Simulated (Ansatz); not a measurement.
**HF (hydrogen fluoride) at 6 levels**

We compute a comparison of 6 runs (HF/STO-3G, HF/cc-pVTZ, r2SCAN0/cc-pVTZ, wB97X/cc-pVTZ, BCCD(T)/cc-pVTZ, CCSDT/cc-pVTZ) of HF (hydrogen fluoride). 

The results are computed with Ansatz 0.2.0.

37 further runs of the same task are left out: 37 set aside as unsound or not needed.

## 1. The structure to begin with

HF has 2 atoms, charge 0, and is taken as a singlet. As SMILES, `F`. The F1–H2 distance was set to 1.058 Å, away from the relaxed value.

Bond lengths: F1–H2 1.058 Å.

## 2. The energy at HF/STO-3G (run 1)

The input, job.yaml:

```yaml
crystal:
  periodic: [false, false, false]
  atoms:
    - {symbol: F, position_ang: [-0.507038, 0.187994, -0.255339]}
    - {symbol: H, position_ang: [0.390000, -0.144600, 0.196400]}
basis:
  gaussian: {orbitals: STO-3G}
hamiltonian: {xc: hf}
accuracy: high
output: {orbitals: {seedname: orbitals}}
```

Run with:

```
$ ansatz run job.yaml --threads 1 --pin off --max-ram 3480MiB --events-out events.jsonl --progress --plain --runs-dir runs
```

Log:

```text
Warning: RAYON_NUM_THREADS=1 ignored (pool sized by the plan → 1); use --threads N
Functional definition: HF
  name "HF"
  exchange = exact_x
  correlation = 0
77 factors; integrals over basis functions are off by at most 3.5e-8 eV
mean field evaluation 1: about -2680.3896 eV, gradient 1.8e1 eV
mean field evaluation 2: about -2680.3980 eV, gradient 1.8e1 eV
mean field evaluation 4: about -2682.0000 eV, gradient 2.6e-1 eV
mean field evaluation 8: about -2681.9986 eV, gradient 2.0e-5 eV
mean field -2681.99863357 eV, -98.5616318596 hartree, gradient 2.3e-8 eV, S^2 0.000000; 0 other end points of the search recorded, 0 dependent functions left out
reference -2681.99863357 eV, -98.5616318596 hartree; 5, 5 occupied and 1, 1 virtual orbitals, 77 factors
Total energy: -2681.99863357 eV, -98.5616318596 hartree
```

Wall time 0.04 s (1 thread of Arm Neoverse V1, shared host).

## 3. A single-point energy at HF/cc-pVTZ (run 2)

Edit job.yaml of step 2 so:

```diff
@@ -6,3 +6,3 @@
 basis:
-  gaussian: {orbitals: STO-3G}
+  gaussian: {orbitals: cc-pVTZ}
 hamiltonian: {xc: hf}
```

Run with:

```
$ ansatz run job.yaml --threads 1 --pin off --max-ram 3480MiB --events-out events.jsonl --progress --plain --runs-dir runs
```

Log:

```text
Warning: RAYON_NUM_THREADS=1 ignored (pool sized by the plan → 1); use --threads N
[... 4 set-up lines as earlier in the session ...]
586 factors; integrals over basis functions are off by at most 3.2e-9 eV
mean field evaluation 1: about -2720.9397 eV, gradient 2.6e1 eV
mean field evaluation 2: about -2720.9397 eV, gradient 2.6e1 eV
mean field evaluation 4: about -2722.0860 eV, gradient 1.6e0 eV
mean field evaluation 8: about -2722.0966 eV, gradient 9.4e-5 eV
mean field -2722.09664933 eV, -100.0352067596 hartree, gradient 1.5e-8 eV, S^2 0.000000; 0 other end points of the search recorded, 0 dependent functions left out
reference -2722.09664933 eV, -100.0352067596 hartree; 5, 5 occupied and 39, 39 virtual orbitals, 586 factors
Total energy: -2722.09664933 eV, -100.0352067596 hartree
```

It took 0.2 s on 1 thread of Arm Neoverse V1, shared host.

Runs 3 to 4 aren't shown in full; the table further down has their settings and results.

## 4. The energy at BCCD(T)/cc-pVTZ (run 5)

The input, in.yaml:

```yaml
crystal:
  periodic: [false, false, false]
  atoms:
    - symbol: F
      position_ang: [-0.507038, 0.187994, -0.255339]
    - symbol: H
      position_ang: [0.390000, -0.144600, 0.196400]
basis:
  gaussian: {orbitals: cc-pVTZ}
total_charge: 0
correlation: {method: bccd_t, frozen_orbitals: {F: 1, H: 0}}
accuracy: high
scf: {omitted_lower_state_checks: [cluster_reference, increment]}
```

Run with:

```
$ ansatz run in.yaml --threads 1 --pin off --max-ram 3480MiB --events-out events.jsonl --progress --plain --runs-dir runs
```

Log, shortened:

```text
Warning: RAYON_NUM_THREADS=1 ignored (pool sized by the plan → 1); use --threads N
[... 2 set-up lines as earlier in the session ...]
[...]
586 factors; integrals over basis functions are off by at most 3.2e-9 eV
[...]
mean field -2722.09664933 eV, -100.0352067596 hartree, gradient 1.5e-8 eV, S^2 0.000000; 0 other end points of the search recorded, 0 dependent functions left out
1 core orbitals not correlated: weight in the atoms' cores, before any rotation towards them, 1.000 or more for the frozen orbitals, at most 0.000 for the correlated occupied ones
reference -2722.09664933 eV, -100.0352067596 hartree; 4, 4 occupied and 39, 39 virtual orbitals, 586 factors
second order -7.57714882 eV of doubles, -0.00000000 eV of singles
cycle   1  -7.45344672 eV  change    1.2e-1 eV  update   4.2e-2
[...]
cycle  17  -7.60490244 eV  change  -2.7e-11 eV  update  7.9e-10
perturbative correction -0.20407540 eV, -0.0074996325 hartree
Total energy: -2729.90562717 eV, -100.3221814018 hartree
Checks for a lower state left out: cluster_reference, increment
```

Wall time 0.79 s (1 thread of Arm Neoverse V1, shared host); peak memory 0.12 GiB.

## 5. The energy at CCSDT/cc-pVTZ (run 6)

The input, input.yaml:

```yaml
crystal:
  periodic: [false, false, false]
  atoms:
    - {symbol: F, position_ang: [-0.507038, 0.187994, -0.255339]}
    - {symbol: H, position_ang: [0.390000, -0.144600, 0.196400]}
basis:
  gaussian: {orbitals: cc-pVTZ}
correlation: {method: ccsdt, frozen_orbitals: {F: 1, H: 0}}
scf: {omitted_lower_state_checks: [cluster_reference, increment]}
accuracy: high
magnetization: {spin_polarized: false, initial_magnetization: 0}
```

Run with:

```
$ ansatz run input.yaml --threads 1 --pin off --max-ram 3480MiB --events-out events.jsonl --progress --plain --runs-dir runs
```

Log, shortened:

```text
Warning: RAYON_NUM_THREADS=1 ignored (pool sized by the plan → 1); use --threads N
[... 2 set-up lines as earlier in the session ...]
[...]
586 factors; integrals over basis functions are off by at most 3.2e-9 eV
[...]
mean field -2722.09664933 eV, -100.0352067596 hartree, gradient 1.5e-8 eV, S^2 0.000000; 0 other end points of the search recorded, 0 dependent functions left out
1 core orbitals not correlated: weight in the atoms' cores, before any rotation towards them, 1.000 or more for the frozen orbitals, at most 0.000 for the correlated occupied ones
reference -2722.09664933 eV, -100.0352067596 hartree; 4, 4 occupied and 39, 39 virtual orbitals, 586 factors
second order -7.57714882 eV of doubles, -0.00000000 eV of singles
cycle   1  -7.45398126 eV  change    1.2e-1 eV  update   5.1e-2
[...]
cycle  18  -7.80938995 eV  change  -6.9e-10 eV  update  4.5e-10
Total energy: -2729.90603928 eV, -100.3221965468 hartree
Checks for a lower state left out: cluster_reference, increment
```

It took 3.6 s on 1 thread of Arm Neoverse V1, shared host; peak memory 0.15 GiB.

## 6. Overview of the runs

```csv
run,level,frozen core orbitals,energy (Eh),HOMO energy (eV),LUMO energy (eV),HOMO–LUMO gap (eV),wall time
1,HF/STO-3G,–,-98.561632,-12.57,13.48,26.05,0.04 s
2,HF/cc-pVTZ,–,-100.035207,-17.14,3.16,20.30,0.2 s
3,r2SCAN0/cc-pVTZ,–,-100.408691,-11.54,0.66,12.20,1.3 s
4,wB97X/cc-pVTZ,–,-100.442721,-13.73,2.39,16.12,2.1 s
5,BCCD(T)/cc-pVTZ,1,-100.322181,–,–,–,0.79 s
6,CCSDT/cc-pVTZ,1,-100.322197,–,–,–,3.6 s
```

## 7. Summary of results

| quantity | value |
| --- | --- |
| run 6: total energy | -100.32220 Eh |
| run 6: correlation energy (1 core orbital frozen) | -287.0 mEh |
| run 6: T1 diagnostic | 0.008 |

Below the HF energy at the same shape and in the same basis (cc-pVTZ): BCCD(T) -287.0 mEh; CCSDT -287.0 mEh. Over runs 1, 2, 3, 4 the HOMO–LUMO gap runs from 12.20 eV (r2SCAN0/cc-pVTZ) to 26.05 eV (HF/STO-3G). The two ends differ in method and basis. Totals of different functionals can't be ranked against each other. In run 1 the basis is minimal, so the values are rough. All runs together took 8 s, the longest 3.6 s.
